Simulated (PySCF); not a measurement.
**Structure elucidation problem**

The spectra below were simulated for a compound C₃H₄O₄.

1H NMR (600 MHz, computed): δ 6.28 (br s, 2H), 3.45 (s, 2H).

13C{1H} NMR (computed): δ 170.7 (C), 43.5 (CH2).

- geometry: GFN2-xTB
- B3LYP/pcJ-1 coupling constants (without the spin–dipole term)
- PBE0/pcSseg-1 with gauge-including orbitals
- program: PySCF 2.14
- single conformer, gas phase, one averaged value for each set of equivalent atoms, non-relativistic Hamiltonian

Scale: TMS for 1H, 13C (reference shieldings calculated alike).

Q: What is the structure?

A: 
The formula gives 2 degrees of unsaturation (no ring in the answer). 2 carbon signals for 3 carbons: some carbons are equivalent by symmetry or fast rotation. Carbon types of the structure: 2 × C, 1 × CH2, leaving 2 H on heteroatoms. δC 170.7: carboxylic acid carbon; lone-pair donation from the attached heteroatom keeps it upfield of a ketone carbonyl. δC 43.5: sp3 CH2 α to a carbonyl; α to the electron-withdrawing carbonyl group. δH 6.28: hydrogen on an acid hydroxyl oxygen; labile proton, position sensitive to the medium. δH 3.45: hydrogen on an sp3 CH2 α to a carbonyl.

The compound is SMILES O=C(O)CC(=O)O.

The shifts were computed for this structure.

Exchangeable OH/NH protons stand at their gas-phase positions; hydrogen bonding in a real sample shifts them, mostly to higher δ. Shifts are as computed. Against solution values, carbons near 30 ppm lie about +3 ppm off and those near 130 ppm about +5 ppm. Of 1211 compounds with measured shifts, 218 miss one by over three times the rms of a fit or turn the order of signals round; such compounds aren't used in these exercises. The C=O carbon of an acid or of an amide with N–H lies up to 10 ppm further downfield in solution, through hydrogen bonding that the calculation lacks.
